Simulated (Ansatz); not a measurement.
A made-up structure of AlSiH$_{3}$O, singlet:

O1  (0.474, -2.017, 0.942)
Si2  (-0.350, -1.190, -0.046)
Al3  (0.272, 1.192, -0.029)
H4  (-1.408, -1.828, -0.902)
H5  (1.447, 1.683, -0.970)
H6  (-1.006, -1.336, 1.205)
(Å)

It is relaxed with PBE-D4/def2-SVP and then PBE0-D4/def2-TZVP (Ansatz 0.2.0). Atoms count as bonded within 1.22 times the sum of their covalent radii (H–H: 0.88 Å). The end point is not checked to be a true minimum.

Q: Does its bonding change? (A judgement: the text doesn't fix the answer.)

A: The calculation gives: Yes. Formed: O1–Al3; broken: none.

Where it ends: The first stage lowers the energy by 5.17 eV in 16 steps. It ends as AlSiH₃O ([O]1[AlH][SiH2]1):
```json
{"atom": "O1", "x (Å)": "0.8460", "y (Å)": "-1.0992", "z (Å)": "0.2376"}
{"atom": "Si2", "x (Å)": "-0.8411", "y (Å)": "-1.1218", "z (Å)": "0.1811"}
{"atom": "Al3", "x (Å)": "0.6296", "y (Å)": "0.5391", "z (Å)": "-0.3059"}
{"atom": "H4", "x (Å)": "-1.4124", "y (Å)": "-2.1029", "z (Å)": "-0.7827"}
{"atom": "H5", "x (Å)": "1.7048", "y (Å)": "1.6478", "z (Å)": "-0.6274"}
{"atom": "H6", "x (Å)": "-1.4987", "y (Å)": "-1.3583", "z (Å)": "1.4962"}
```

Labels in which every atom is bracketed show which atoms are joined, not bond orders.

For scale, one of the runs: PBE0-D4/def2-TZVP relaxation, 123 basis functions, launched by `ansatz run in.yaml --threads 2 --pin off --events-out ev --progress --plain --max-ram 4352MiB`. The run took about 12 s on 2 CPU threads of an Arm Neoverse V2 (shared host).
